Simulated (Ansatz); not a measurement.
Input file:

```yaml
crystal:
  periodic: [false, false, false]
  atoms:
    - {symbol: N, position_ang: [0.000000, 0.000000, -1.952000]}
    - {symbol: Al, position_ang: [0.000000, 0.000000, -0.104200]}
    - {symbol: P, position_ang: [0.000000, 0.000000, 2.056200]}
basis:
  gaussian: {orbitals: cc-pVDZ, fitting: {mean_field: def2-universal-jkfit}}
total_charge: 1
magnetization: {spin_polarized: true, initial_magnetization: 2}
correlation: {method: mp2, electrons: outside_noble_gas}
scf: {lower_state_search: full}
output: {forces: true}
```

```sh
$ ansatz run in.yaml --threads 1 --pin off --events-out ev --progress --plain --max-ram 2393MiB
```

Task: Roughly how long does this take on 1 thread of Arm Neoverse V1, shared host, and how much host memory?

Result: 6.5 s wall and 0.19 GiB.

```
333 factors; integrals over basis functions are off by at most 5.0e-2 eV
mean field evaluation 1: about -17289.4073 eV, gradient 6.3e1 eV
mean field evaluation 2: about -17148.7339 eV, gradient 1.1e2 eV
mean field evaluation 4: about -17318.5229 eV, gradient 1.7e1 eV
mean field evaluation 8: about -17325.1739 eV, gradient 3.2e0 eV
mean field evaluation 16: about -17325.4374 eV, gradient 1.0e0 eV
mean field evaluation 32: about -17324.1844 eV, gradient 3.5e-1 eV
mean field evaluation 64: about -17326.6695 eV, gradient 2.4e-6 eV
mean field evaluation 96: about -17326.4121 eV, gradient 3.4e0 eV
mean field evaluation 128: about -17322.2884 eV, gradient 2.4e0 eV
mean field evaluation 160: about -17325.3215 eV, gradient 6.8e-2 eV
mean field evaluation 192: about -17323.3481 eV, gradient 2.3e-6 eV
mean field evaluation 224: about -17323.1938 eV, gradient 1.2e0 eV
mean field evaluation 256: about -17323.4574 eV, gradient 1.7e-1 eV
mean field evaluation 288: about -17320.7563 eV, gradient 2.8e-5 eV
mean field -17326.66946142 eV, -636.7433582690 hartree, gradient 1.3e-6 eV, S^2 3.037153; 26 other end points of the search recorded, 0 dependent functions left out
11 core orbitals not correlated: weight in the atoms' cores, before any rotation towards them, 1.000 or more for the frozen orbitals, at most 0.000 for the correlated occupied ones
reference -17326.66946142 eV, -636.7433582690 hartree; 7, 5 occupied and 32, 34 virtual orbitals, 333 factors
second order -5.43973729 eV of doubles, -0.00000000 eV of singles
the calculation of the forces begins
Total energy: -17332.10919872 eV, -636.9432649272 hartree
Atom 0 at     0.000000     0.000000    -1.952000 Å, force    -0.000000     0.000000    -1.016009 eV/Å
Atom 1 at     0.000000     0.000000    -0.104200 Å, force     0.000000     0.000000    -1.369848 eV/Å
Atom 2 at     0.000000     0.000000     2.056200 Å, force    -0.000000    -0.000000     2.385856 eV/Å
Dipole moment:     0.000000    -0.000000     0.122988 e Å
```

Forces (eV/Å):
```
N    0.000  0.000 -1.016
Al   0.000  0.000 -1.370
P    0.000  0.000  2.386
```
